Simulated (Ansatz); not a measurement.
Born–Oppenheimer molecular dynamics of FH3Si + H3N (9 atoms, charge 0, multiplicity 1). It starts from a relaxed structure.

Method: Ansatz 0.2.0, RKS PBE-D4/STO-3G.

```yaml
ensemble: NVT, Nosé–Hoover chain
time_step: 0.25 fs
steps_asked: 600
set_temperature: 700 K
thermostat: time constant 1 fs, chain length 1
seed: 71251
```

First frame:

```xyz
9
Properties=species:S:1:pos:R:3
N 0.371 0.040 -1.897
H -0.089 -0.347 -0.980
H -0.495 0.104 -2.527
H 0.792 -0.865 -2.290
Si -0.093 0.251 1.571
F -0.664 -0.782 0.377
H -0.523 1.615 1.281
H 1.364 0.176 1.624
H -0.663 -0.192 2.840
```

**Question.** How far do the bonds stretch over the last three quarters of this one trajectory? (Pairs bonded in most of those frames.)

**Answer.** 
```csv
bond,mean (Å),spread (Å),shortest,longest
N1–H2,1.092,0.028,1.03,1.15
N1–H3,1.085,0.033,1.01,1.17
N1–H4,1.083,0.029,1.02,1.17
Si5–F6,1.670,0.036,1.61,1.72
Si5–H7,1.467,0.031,1.39,1.53
Si5–H8,1.472,0.069,1.34,1.60
Si5–H9,1.467,0.047,1.36,1.55
```

Mean temperature of the second half: 700 K. The conserved energy stayed within 0.24 meV per atom of its start (net change 0.14 meV per atom), so the integration is sound. A run of 0.15 ps of so small a system gives no equilibrium averages. Limits of this set-up: minimal basis.

The run took 10 min on 1 CPU thread of a shared host.
